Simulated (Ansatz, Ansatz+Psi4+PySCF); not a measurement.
```xyz
3

O     0.0000    0.0000    0.0000
O     0.0000    1.1430    0.7032
O     0.0000   -1.0238    0.6298
```

Basis set: cc-pVTZ (spherical functions). Left uncorrelated: 3 orbitals. Charge 0, multiplicity 1.

Computed with Ansatz (development build ahead of 0.2.0); each method stands on the lowest determinant of its kind that the runs found. Restricted open shells among the atoms or ions are ROHF, correlated in semicanonical orbitals with singles.

The atomization energy at this shape (free ground-state atoms in the same class of orbitals less the molecule, no zero-point energy) of singlet O₃:

```tsv
method	atomization energy
RHF-CCSD(T)	540.7 kJ/mol
RHF-CCSD	439.3 kJ/mol
UHF-CCSD(T)	512.6 kJ/mol
UHF-CCSD	447.2 kJ/mol
RHF-MP2	614.8 kJ/mol
UHF	-39.0 kJ/mol
```

Problem. What does UHF-MP2 give?

Solution. 486.4 kJ/mol. Caution for RHF-CCSD(T), RHF-CCSD, RHF-MP2: an unrestricted determinant lies well below. Caution for RHF-CCSD(T), RHF-CCSD, UHF-CCSD(T), UHF-CCSD, RHF-MP2, UHF-MP2: large amplitudes, a single reference is doubtful. Caution for RHF-CCSD(T), RHF-CCSD, UHF-CCSD(T), UHF-CCSD: the program doubts this total. Caution for UHF-CCSD(T), UHF-CCSD, UHF-MP2: a plain start can end on a higher determinant. Caution for UHF-CCSD(T), UHF-MP2: another reference gives a lower total. Caution for UHF-CCSD(T), UHF-CCSD, UHF-MP2, UHF: the unrestricted determinant is a mixture of spin states.
